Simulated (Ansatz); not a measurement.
# Ta4: the cost of one run

Program: Ansatz 0.2.0, Gaussian basis. Level of theory: UKS PBE0-D4/def2-SVP. These are calculated values, not measurements.

Levels to be run: a search for the lowest solution at PBE0-D4/def2-SVP; a single point at PBE0-D4/def2-TZVPD.

4 further runs of the same task are left out: 3 that didn't finish, 1 set aside as unsound or not needed.

**1. The structure**

The doublet was relaxed beforehand with PBE0-D4/def2-SVPD. At that level it is the lowest of the isomers that a small search found.

4 atoms, charge -1, spin multiplicity 2.

Atoms are counted from 1 here; the program's logs count them from 0.

Bond lengths: Ta1–Ta2 2.521 Å, Ta1–Ta3 2.557 Å, Ta1–Ta4 2.557 Å, Ta2–Ta3 2.557 Å, Ta2–Ta4 2.557 Å, Ta3–Ta4 2.613 Å. Angles: Ta2–Ta1–Ta3 60.5°, Ta2–Ta1–Ta4 60.5°, Ta3–Ta1–Ta4 61.5°, Ta1–Ta2–Ta3 60.5°, Ta1–Ta2–Ta4 60.5°, Ta3–Ta2–Ta4 61.5°, Ta1–Ta3–Ta2 59.1°, Ta1–Ta3–Ta4 59.3°, Ta2–Ta3–Ta4 59.3°, Ta1–Ta4–Ta2 59.1°, Ta1–Ta4–Ta3 59.3°, Ta2–Ta4–Ta3 59.3°.

Ta takes a core potential in the def2 sets. No spin-orbit coupling is included. The ion is computed in the gas phase, without counter-ions or solvent.

Bonds by kind at the end (by distance):

```tsv
bond	count	shortest (Å)	longest (Å)
Ta–Ta	6	2.521	2.613
```

**2. Searching for the lowest solution, PBE0-D4/def2-SVP**

start.molden holds the orbitals of an earlier run on this state, given as this run's starting guess.

Input file in.yaml:

```yaml
crystal:
  periodic: [false, false, false]
  atoms:
    - {symbol: Ta, position_ang: [-1.513458, -0.318579, -0.082997]}
    - {symbol: Ta, position_ang: [0.692581, -1.075226, 0.873588]}
    - {symbol: Ta, position_ang: [0.198883, 1.424981, 0.668611]}
    - {symbol: Ta, position_ang: [0.621993, -0.031177, -1.459202]}
basis:
  gaussian: {orbitals: def2-SVP, initial_orbitals: start.molden}
total_charge: -1
magnetization: {spin_polarized: true, initial_magnetization: 1}
hamiltonian: {xc: pbe0, dispersion: d4}
output: {orbitals: {seedname: orbitals}}
```

Launch:

```
$ ansatz run in.yaml --threads 2 --pin off --events-out ev --progress --plain --max-ram 4352MiB
```

Q: Estimate wall time and peak memory on 2 threads of Arm Neoverse V2, shared host.

About 3.2 min, with a peak of 0.69 GiB.
